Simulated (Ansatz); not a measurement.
Species: CH3S (charge -1, singlet). It need not be the lowest isomer of its formula. Whether it binds its extra electron was not tested at this geometry. 
Coordinates optimised at B3LYP-D3(BJ)/def2-TZVP (Ansatz, a quantum-chemistry and plane-wave program):
SMILES: C[S-]
```xyz
5

C     -0.0241     1.1232     0.0188
S      0.0153    -0.7098    -0.0119
H     -1.0502     1.5179     0.0084
H      0.4607     1.5353     0.9153
H      0.4902     1.5653    -0.8465
```
Charge -1, spin multiplicity 1.

Basis-set convergence of Hartree-Fock and MP2 correlation energies (hartree) with Ansatz. Correlated levels leave the core frozen unless marked. Spin-orbit coupling is left out. No relativistic terms.

```
basis            functions       E(HF)  E(corr, MP2)
---------------  ---------  ----------  ------------
aug-cc-pV(D+d)Z         82  -437.15458      -0.31139
aug-cc-pV(T+d)Z        170         ___           ___
```

### Question
What belongs in the gaps?

### Answer

- aug-cc-pV(T+d)Z, E(HF): -437.17668
- aug-cc-pV(T+d)Z, E(corr, MP2): -0.37862
